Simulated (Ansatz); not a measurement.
Relaxation of AlH5O2 (8 atoms, charge 0, multiplicity 1), to a largest force component of 0.03 eV/Å in at most 50 steps.

Level of theory: Ansatz, RKS PBE0-D4/def2-SVP.

```xyz
8
Properties=species:S:1:pos:R:3
Al -0.142 -0.330 -0.133
H -0.087 -0.418 1.437
O 1.288 -0.532 -1.034
H 2.176 -0.691 -0.718
H -1.483 -0.194 -0.952
O 0.011 2.238 1.339
H 0.919 2.544 1.445
H -0.017 1.400 1.859
```

Where does it end, and by what steps?

It converged. After 22 steps the energy has fallen by 0.847 eV; H7 moved furthest, 1.18 Å. Joined: Al1–O6 (2.96 → 2.01 Å).

```csv
step,energy less start (eV),largest force component (eV/Å),accepted
0,0.0000,1.021,yes
1,-0.1041,1.469,yes
2,-0.2993,1.946,yes
3,-0.5234,0.825,yes
4,-0.6156,0.670,yes
5,-0.6713,0.964,yes
6,-0.6966,0.531,yes
7,-0.6075,1.389,no
8,-0.7438,0.207,yes
9,-0.7535,0.118,yes
10,-0.7668,0.784,yes
11,-0.7948,0.150,yes
12,-0.8006,0.208,yes
13,-0.8098,0.500,yes
14,-0.8149,0.157,yes
15,-0.8137,0.379,no
16,-0.8198,0.070,yes
17,-0.8285,0.162,yes
18,-0.8409,0.082,yes
19,-0.8418,0.483,yes
20,-0.8462,0.105,yes
21,-0.8457,0.071,no
22,-0.8466,0.017,yes
```

```xyz
8
Properties=species:S:1:pos:R:3
Al -0.204 -0.107 0.234
H -0.476 -0.944 1.566
O 1.488 0.106 -0.220
H 1.905 -0.173 -1.035
H -1.281 -0.021 -0.935
O 0.086 1.723 1.002
H 1.013 1.672 0.664
H 0.133 1.761 1.967
```

Run time: 37 s on 1 thread of Arm Neoverse V2, on a shared host, peak memory 0.13 GiB.
